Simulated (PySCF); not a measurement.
Species: C3H5F2 (doublet state).
Structure used (GFN2-xTB), in Å, numbered top down from 1:
```
atom  x, y, z in Å
F1     0.9226   -0.9472    1.3075
C2     1.0531   -0.7839   -0.0500
C3     0.0516    0.1573   -0.5857
C4    -1.0228    0.6891    0.2702
F5    -1.8696    1.4979   -0.4390
H6     0.9583   -1.7912   -0.4915
H7     2.0823   -0.4348   -0.2291
H8     0.1000    0.4387   -1.6195
H9    -0.6287    1.2931    1.1053
H10   -1.6380   -0.1144    0.7094
```

The hyperfine couplings belong to this conformer and change with its torsions.

The species is `FC[CH]CF` [radical].

Computed, not measured: PySCF 2.14.0, UKS B3LYP, pcH-1 on C F H, non-relativistic, mean-field spin-orbit, GIAO. Geometry: GFN2-xTB, one conformer, isolated molecule. GFN2-xTB frequencies show an imaginary mode (33i cm⁻¹), so this geometry is no minimum at that level. The geometry wasn't refined by DFT: couplings that depend on bond lengths, twists or pyramidal angles can differ widely from those at the functional's own minimum. No stability test was run, so a lower SCF solution isn't excluded.

(1) Break the g tensor into its mass correction, gauge correction and orbital-Zeeman/spin–orbit terms.

(2) At 9.731 GHz, how far is the centre of the isotropic spectrum from where a free electron (g = 2.002319) resonates?

(3) What are the electron Larmor frequencies g μB B/h along the three axes at 350 mT?

(4) How much does each term add to the isotropic shift?

(5) In a frozen sample, at which fields do the three g values resonate at 9.5, 34, 94 and 263 GHz (hyperfine left aside), and which band first spreads them over more than twice a line width of 0.3 mT?

Answers

(1) 
```csv
Δg (ppm),1,2,3
relativistic mass correction,-134,-134,-134
gauge correction,-3,26,21
orbital Zeeman/spin–orbit,-85,586,750
total,-221,478,637
```

So g = 2.00210, 2.00280, 2.00296 and g_iso = 2.00262; the tensor is rhombic: the two nearest values differ by 19 % of g3 − g1. Axes: g3 points within 13° of the C3–H8 bond.

(2) B = hν/(g μB) with μB/h = 13.99624 MHz/mT gives 347.23 mT for the free electron and 347.17 mT at g_iso, 0.05 mT lower.

(3) 9.8076, 9.8111, 9.8119 GHz for g1, g2 and g3, a range of 4.2 MHz.

(4) The orbital-Zeeman/spin–orbit term 417, the mass correction -134 and the gauge correction 15 ppm, for a total of 298 ppm. The orbital-Zeeman/spin–orbit term is the largest in size. The mass correction is the same along every axis, so the anisotropy comes from the other two: their spans along these axes are 28 (gauge) and 835 ppm (orbital Zeeman/spin–orbit).

(5) 
```tsv
band	GHz	B(g3) mT	B(g2) mT	B(g1) mT	spread mT
X	9.5	338.88	338.90	339.02	0.15
Q	34.0	1212.82	1212.91	1213.34	0.52
W	94.0	3353.09	3353.35	3354.52	1.44
J	263.0	9381.51	9382.25	9385.53	4.02
```

The spread grows in proportion to the frequency. W band is the first where it exceeds 0.6 mT.

Largest spin populations (Mulliken): C3 (+1.01), C4 (-0.08) and C2 (-0.08). C3 is the only atom above +0.15. The positive populations add up to 1.20 and the negative ones to -0.20, together 2S = 1. The angles at C3 add up to 360.0°, so it is planar; its axial dipolar tensor and the negative coupling of its proton fit spin in a p orbital normal to that plane.

The HOMO–LUMO gaps are 6.89 eV among the α and 7.46 eV among the β orbitals.
